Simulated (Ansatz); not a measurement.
Born–Oppenheimer molecular dynamics of AlH$_{3}$O (5 atoms, charge 0, multiplicity 1). It starts at the highest image of a converged band. Of that band: The profile has 2 maxima (images 1, 5) with wells between them (image 2): this band takes more than one step, which may be the mechanism or a detour left from its start path. Neighbouring images differ by up to 2.1 eV, so the band resolves the path poorly. A vibrational analysis at the climbing image gives one clearly imaginary mode, 2046i cm⁻¹: a first-order saddle point.

The calculation used Ansatz 0.2.0, RHF/def2-TZVP.

```json
{"ensemble": "NVE (velocity Verlet)", "time step": "0.5 fs", "steps asked": "200", "starting velocities drawn for": "100 K", "seed": "2110"}
```

First frame:

```xyz
5
Properties=species:S:1:pos:R:3
Al 0.193 0.075 -0.402
O 0.827 0.104 1.300
H 0.701 -0.367 2.115
H 1.701 -0.140 0.378
H -1.395 0.045 -0.575
```

Problem. What does the run give?

Solution. The run went to its last step.

```json
{
 "steps done": "200",
 "time covered": "100 fs",
 "mean temperature over the second half": "5642 K",
 "spread of the potential energy over the second half": "126.5 meV per atom",
 "mean potential energy of the second half above the start": "-430.2 meV per atom"
}
```

The conserved energy stayed within 2.3 meV per atom of its start (net change -0.27 meV per atom), so the integration is sound. The kinetic energy rose, since the run started high on the potential surface and went downhill. A run of 0.1 ps of so small a system gives no equilibrium averages. The orbitals stay closed-shell, which can raise the energy where a bond breaks towards radicals; this wasn't checked here.

Problem. What happens to the structure?

Solution. Between its relaxed ends the band would form O2–H4 and break Al1–H4. These pairs go: O2–H4 1.29 → 3.01 Å, Al1–H4 1.71 → 1.79 Å. In the last frame they stand as before the step (other bonds may differ from the relaxed reactants and products). These pairs come and go: their bonding changes 8 times, last at 89 of 100 fs, so the outcome isn't settled. It ends as one piece, AlH3O. Pairs count as bonded within 1.25 times the sum of covalent radii (0.12 Å more for H–H). The details hang on the random start.

Problem. How do temperature and energy run in time?

Solution. 
| time (fs) | T (K) | potential energy less start (eV) | conserved less start (meV/atom) |
| --- | --- | --- | --- |
| 0 | 100 | 0.000 | 0.00 |
| 5 | 268 | -0.064 | 0.16 |
| 10 | 4231 | -1.602 | -0.02 |
| 15 | 9255 | -3.554 | -0.80 |
| 20 | 6133 | -2.340 | -0.15 |
| 25 | 2953 | -1.106 | 0.06 |
| 30 | 4243 | -1.607 | -0.08 |
| 35 | 3370 | -1.262 | 1.15 |
| 40 | 4570 | -1.735 | -0.34 |
| 45 | 2823 | -1.056 | -0.06 |
| 50 | 7644 | -2.928 | -0.55 |
| 55 | 6260 | -2.384 | 0.94 |
| 60 | 5566 | -2.121 | -0.24 |
| 65 | 3647 | -1.378 | -0.57 |
| 70 | 4668 | -1.774 | -0.55 |
| 75 | 5414 | -2.063 | -0.56 |
| 80 | 6838 | -2.617 | -0.80 |
| 85 | 6448 | -2.463 | -0.30 |
| 90 | 6086 | -2.324 | -0.51 |
| 95 | 2622 | -0.973 | 1.05 |
| 100 | 6460 | -2.468 | -0.27 |

Time of the run: 110 s on 1 thread of Arm Neoverse V1, on a shared host, peak memory 0.11 GiB.
